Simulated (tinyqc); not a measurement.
Harmonic frequencies on the RHF/sto-6g surface (energies and gradients from PySCF), for HF, spin multiplicity 1, step by step. One step of it, computed by the program tinyqc.

Problem. One row of the Hessian: 2Hz. Displace 2Hz by +/-0.005 bohr; H(k, :) = (g(+) - g(-)) / (2 delta).

optimised positions (bohr):
```
           x         y          z
1F  0.000000  0.000000  -0.159731
2H  0.000000  0.000000   1.643166
```

gradient at +delta (hartree/bohr):
```
             x           y            z
1F  0.00000000  0.00000000  -0.00350279
2H  0.00000000  0.00000000   0.00350279
```

gradient at -delta (hartree/bohr):
```
             x           y            z
1F  0.00000000  0.00000000   0.00354735
2H  0.00000000  0.00000000  -0.00354735
```

Give: row of the Hessian.

Solution.

row of the Hessian (hartree/bohr^2): 1Fx 0.00000, 1Fy 0.00000, 1Fz -0.70501, 2Hx 0.00000, 2Hy 0.00000, 2Hz 0.70501
